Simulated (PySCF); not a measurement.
**Calculated properties of `[n-]1ccnc1Cl`**

C₃H₂ClN₂ (charge -1).
SMILES with atom numbers: `[Cl:1][c:2]1[n:3][cH:4][cH:5][n-:6]1` (hydrogens: H7 on C4; H8 on C5)

GFN2-xTB geometry:

| Item | Value |
| --- | --- |
| Point group of the GFN2-xTB geometry | C2v |
| Rotational constants A, B, C of the GFN2-xTB geometry | 9.842, 2.266, 1.842 GHz |

**PBE0/pcSseg-1 ground state and GIAO shieldings, non-relativistic (PySCF)**

| Item | Value |
| --- | --- |
| HOMO energy | -0.88 eV |
| LUMO energy | 6.34 eV |
| HOMO–LUMO gap | 7.22 eV |
| Lowest Hirshfeld atomic charge | -0.31 e on N3/N6 |
| Highest Hirshfeld atomic charge | +0.02 e on C2 |
| 13C chemical shifts (computed TMS as zero) by class | 143.8 (C2), 126.0 (C4/C5) ppm |
| 1H chemical shifts (computed TMS as zero) by class | 6.52 (H7/H8) ppm |
| Isotropic shieldings of nuclei other than C and H, by class | -17 (N3/N6), 805 (Cl1) ppm |
| Mayer bond orders between heavy atoms | Cl1–C2 0.89, C2–N3 1.50, N3–C4 1.38, C4–C5 1.49, C5–N6 1.38, N6–C2 1.50 |

**delta-SCF UKS SCAN, pcX-2 on the ionised atom, pcseg-1 elsewhere, spin-free X2C; 2p3/2 from a spin–orbit splitting computed afterwards within the 2p shell (PySCF)**

| Property | Result |
| --- | --- |
| Core binding energies | Cl2p3/2 201.4 (Cl1), C1s 285.2 (C4/C5), C1s 286.9 (C2), N1s 398.7 (N3/N6), Cl1s 2824.0 (Cl1) eV |

Monoisotopic mass of the ion (most abundant isotopes, electron mass counted): 100.9912 u.

With B = h/(8π²I), that is 505.379 GHz u Å² over I, the principal moments of inertia are 51.3, 223.0 and 274.4 u Å² (most abundant isotopes). The rotational constants make it an asymmetric top with κ = (2B − A − C)/(A − C) = -0.89, nearer the prolate limit (−1).

Geometry: GFN2-xTB; no solvent, vibrations or thermal averaging. No diffuse functions stand in pcSseg-1, which bears on an anion's orbital energies.
